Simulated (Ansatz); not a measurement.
A nudged elastic band was laid between two geometries of C3H6N2 (11 atoms, charge 0, multiplicity 1).

All numbers below come from Ansatz 0.2.0, RKS PBE0-D4/def2-SVP.

```json
{"movable images": "7", "climbing image": "yes", "spring": "5.0 eV/Å²", "optimiser": "quadratic models (default)", "start path": "through a guess of the saddle point", "force threshold": "0.05 eV/Å", "iteration limit": "60", "end points": "relaxed"}
```

Initial state:

```xyz
11
Properties=species:S:1:pos:R:3
C -0.770 -0.218 -1.390
N -0.375 0.578 -0.250
C 0.067 -0.147 0.872
C 1.156 0.280 1.706
N 1.512 -0.671 0.966
H -1.179 0.433 -2.178
H 0.047 -0.826 -1.827
H -1.574 -0.910 -1.093
H 0.278 1.313 -0.506
H -0.695 -0.835 1.264
H 1.600 0.945 2.456
```

Final state:

```xyz
11
Properties=species:S:1:pos:R:3
C -0.586 -0.262 -1.336
N -0.570 0.629 -0.202
C -0.139 0.095 1.021
C 0.803 0.902 1.938
N 1.251 -0.135 1.314
H -1.019 0.247 -2.210
H 0.411 -0.654 -1.630
H -1.227 -1.131 -1.117
H -0.131 1.522 -0.405
H -0.843 -0.615 1.477
H 2.115 -0.656 1.169
```

What changes between the two ends?

Bonds broken: C4–H11. Bonds formed: N5–H11.

Give the energies along the band, and the barrier.

It converged. The highest image is number 4 of 0 to 8, 2.93 eV above the first end and 1.68 eV above the last; the last end lies 1.25 eV above the first. Neighbouring images differ by up to 1.4 eV, so the band resolves the path poorly. A vibrational analysis at the climbing image gives one clearly imaginary mode, 1376i cm⁻¹: a first-order saddle point. The orbitals stay closed-shell, which can raise the energy where a bond breaks towards radicals; this wasn't checked here.

```csv
image,path coordinate (Å),energy (eV),C4–H11 (Å),N5–H11 (Å)
0,0.00,0.00,1.10,2.20
1,0.53,0.02,1.10,2.20
2,1.06,0.23,1.09,2.13
3,1.59,1.51,1.08,1.77
4,2.12,2.93,1.24,1.25
5,2.54,2.33,1.65,1.04
6,2.96,1.66,1.98,1.01
7,3.38,1.31,2.15,1.02
8,3.80,1.25,2.18,1.02
```

What is the geometry of the highest image?


```xyz
11
Properties=species:S:1:pos:R:3:forces:R:3
C -0.635 -0.259 -1.376 -0.01 -0.01 0.00
N -0.557 0.599 -0.216 0.00 0.00 -0.01
C -0.032 0.035 0.955 -0.01 0.00 0.00
C 1.109 0.742 1.581 0.01 0.01 0.00
N 1.384 -0.409 0.925 0.00 0.00 0.01
H -1.137 0.271 -2.198 0.00 0.00 0.00
H 0.347 -0.622 -1.741 0.00 0.01 0.01
H -1.244 -1.146 -1.139 0.00 0.00 0.00
H -0.172 1.515 -0.420 0.00 0.00 0.00
H -0.725 -0.584 1.542 0.01 -0.01 0.00
H 1.728 -0.198 2.109 0.00 0.00 0.00
```

The run took 4.3 min on 2 threads of Arm Neoverse V1, with other jobs on the host, peak memory 0.21 GiB.
